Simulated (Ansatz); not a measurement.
A nudged elastic band was laid between two geometries of CH5AlN (8 atoms, charge -1, multiplicity 1).

Theory: RKS LDA/def2-mTZVP (Ansatz).

```
movable images  : 7
climbing image  : yes
spring          : 5.0 eV/Å²
optimiser       : quadratic models (default)
start path      : through a guess of the saddle point
force threshold : 0.05 eV/Å
iteration limit : 60
end points      : relaxed
```

Image 0:

```xyz
8
Properties=species:S:1:pos:R:3
C -0.827 0.801 -1.226
Al -0.070 0.356 0.385
N 0.716 -1.235 0.856
H -0.887 0.162 -2.121
H -1.320 1.775 -1.378
H 0.019 1.324 1.707
H 1.386 -1.256 1.627
H 0.982 -1.927 0.151
```

Image 8:

```xyz
8
Properties=species:S:1:pos:R:3
C -0.857 0.786 -1.212
Al 0.006 0.395 0.360
N 0.998 -1.102 0.748
H -0.890 0.152 -2.113
H -1.379 1.745 -1.359
H 0.047 1.340 1.700
H 1.125 -1.382 1.722
H 0.950 -1.933 0.155
```

(1) What changes between the two ends?

(2) Give the energies along the band, and the barrier.

(3) What is the geometry of the highest image?

Results:

(1) No bond is made or broken. The height of C1 over the plane of its neighbours goes from 0.01 to -0.02 Å. The two ends are copies of one structure, up to a mirror image or an exchange of like atoms.

(2) The forces met the threshold. The highest image is number 5 of 0 to 8, 0.005 eV above the ends, which have the same energy within 2 meV. The top lies less than 8 meV above the higher end, about what the thresholds resolve: that end is a shoulder or a very shallow well. A vibrational analysis at the climbing image gives one clearly imaginary mode, 188i cm⁻¹: a first-order saddle point. Limits of this set-up: an anion without diffuse functions, the dipole of an ion depends on the origin.

```csv
image,path coordinate (Å),energy (eV),height of C1 over the plane of its neighbours (Å)
0,0.00,0.000,0.01
1,0.05,0.000,0.01
2,0.09,0.002,0.01
3,0.14,0.003,0.01
4,0.19,0.004,0.01
5,0.23,0.005,0.00
6,0.32,0.004,0.00
7,0.41,0.001,-0.01
8,0.50,0.000,-0.02
```

(3) 
```xyz
8
Properties=species:S:1:pos:R:3
C -0.806 0.826 -1.240
Al -0.068 0.364 0.375
N 0.833 -1.170 0.794
H -0.793 0.222 -2.161
H -1.334 1.783 -1.377
H -0.093 1.265 1.746
H 1.232 -1.353 1.714
H 1.029 -1.937 0.150
```

Run time: 2.9 min on 1 CPU thread of a shared host.
